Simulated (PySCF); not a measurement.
C4H10, SMILES CC(C)C. Heavy atoms are numbered as in [CH3:1][CH:2]([CH3:3])[CH3:4]. Hydrogens are named by the atom that carries them.

The structure is a stationary point at B3LYP-D3(BJ)/def2-SVP.

The numbers are results of PBE/pcSseg-1 (PySCF), not measurements.

GIAO shieldings, no solvent; atoms alike by connectivity are averaged. δ = σ(ref) − σ: ¹³C against TMS (σ = 182.0 ppm); ¹H against TMS (σ = 31.49 ppm), references at their B3LYP-D3(BJ)/def2-TZVP geometries, non-relativistic.

```tsv
atoms	nucleus	count	δ (ppm)
C2 (CH)	¹³C	1	31.3
C1 (CH3)	¹³C	3	[?]
H on C2	¹H	1	[?]
H on C1	¹H	9	1.24
```

Some entries are withheld; supply them. (An estimate is asked for; the answer gives what the named calculation found.)


- H on C2, δ (ppm): 1.97
- C1 (CH3), δ (ppm): 28.9
